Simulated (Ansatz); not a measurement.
# Rock-salt HfC: TO(Γ) frequency by level of theory

No measured value is used here.

```
level (code)         value (cm⁻¹)  cell (Å³/atom)
-------------------  ------------  --------------
LDA (Ansatz)                  [?]           11.95
PBE (Ansatz)                  429           12.58
PBEsol (Ansatz)               454           12.22
PBE-D3(BJ) (Ansatz)           448           12.32
r²SCAN (Ansatz)               423           12.49
```

Some entries are withheld; supply them.


- LDA (Ansatz, a quantum-chemistry and plane-wave program), value (cm⁻¹): 463

Density-functional levels without +SOC have no spin–orbit coupling. PBE-D3(BJ): the dispersion coefficients are held fixed in the derivatives. Each level is taken at its own relaxed cell. Cutoffs differ between the levels. Ansatz's density-functional and Hartree–Fock values are scalar-relativistic unless marked +SOC, with PAW data made under PBE.
